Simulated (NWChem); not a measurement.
Correlation energy of CHO

```
C
O 1 1.1722
H 1 1.1350 2 124.78
```
Charge 0, spin multiplicity 2.

All runs are NWChem calculations. Structure: optimised with UPBE0/def2-SVP, a minimum by its harmonic frequencies.

Basis set: def2-SVP. Each correlation energy counts from its own Hartree-Fock reference.

The correlated methods keep 2 core orbitals frozen. The structure started from a generated list of species. The unpaired electrons of the parent sit in orbitals of symmetry a' (Cs labels of the run); other states weren't searched. No SCF solution was tested for a lower state. Open-shell Hartree-Fock references start from PBE0 orbitals. Coupled-cluster values serve here as a point of comparison, not as the truth.

Task: One of these methods gave a correlation energy of -294.6 mHa. Which?
(A) UMP2
(B) SCS-UMP2
(C) CCSD[T] on UHF
(D) CCSD on UHF

Result: A, UMP2. The others give -286.1 (SCS-UMP2), -305.7 (CCSD on UHF), -317.7 (CCSD[T] on UHF).
